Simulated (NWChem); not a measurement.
Species: ethylamine (C$_{2}$H$_{7}$N); SMILES C(N)C

```xyz
10

C      0.2599    -1.2361    -0.0315
C     -0.5555     0.0424     0.0220
N      0.3032     1.2074    -0.0817
H     -0.3865    -2.1265    -0.0048
H      0.8663    -1.2666    -0.9493
H      0.9499    -1.3026     0.8263
H     -1.1931     0.0241     0.9335
H     -1.2549     0.0585    -0.8317
H     -0.2493     2.0621    -0.0738
H      0.9183     1.2617     0.7291
```
Atoms are numbered in this order, from 1.

Computed with NWChem. Pople sets run with spherical d functions. The geometry was optimised at PBE0/def2-SVP. Ions are spin-unrestricted doublets at the neutral geometry; other ion states weren't tried. Functional: LC-ωPBE (HJS hole) with 6-31G*; rows give the range parameter ω in 1/bohr.

```csv
range parameter (1/bohr),"vertical ionisation energy, ΔSCF (eV)",−ε(HOMO) (eV),ΔSCF minus −ε(HOMO) (eV)
0.15,9.09,7.02,2.07
0.20,9.16,7.62,1.54
0.25,(withheld),(withheld),(withheld)
0.30,9.30,8.62,0.68
0.35,9.36,9.02,0.34
```

Problem. Fill in the missing entries.

Solution. 
- 0.25, vertical ionisation energy, ΔSCF (eV): 9.23
- 0.25, −ε(HOMO) (eV): 8.15
- 0.25, ΔSCF minus −ε(HOMO) (eV): 1.08
